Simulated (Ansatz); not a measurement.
# Europium, bcc: convergence with the plane-wave cutoff

Computed with Ansatz, PBE, scalar-relativistic PAW, on the relaxed cell (a = 4.388 Å; ferromagnetic, net 7.27 μB per atom). Errors count from a run at 420 eV on a Γ-centred 13×13×13 mesh with Fermi-Dirac smearing of 0.05 eV, extrapolated to zero width. Fixed here: mesh 10×10×10, Fermi-Dirac width 0.05 eV. The pressure holds a Pulay correction and is unreliable far below the recommended cutoff.

```
cutoff (eV)  E(σ→0) error (meV/atom)  P (GPa)  sphere moment (μB)  SCF iterations
        150                  66901.2    29.63                2.20              23
        200                  10475.7     1.77                7.13              19
        250                   1355.9     0.49                7.07              18
        300                     99.5     0.03                7.04              18
        350                      5.5    -0.04                7.04              19
        420                      1.2    -0.04                7.04              21
        600                     -3.5    -0.02                7.04              21
        800                     -3.9    -0.02                7.04              20
```

Question: What does the run at 500 give (cutoff)?

Answer: E(σ→0) error (meV/atom): -2.9; P (GPa): -0.03; sphere moment (μB): 7.04; SCF iterations: 19.

Within 5 meV/atom of the last row: from 500 eV on.
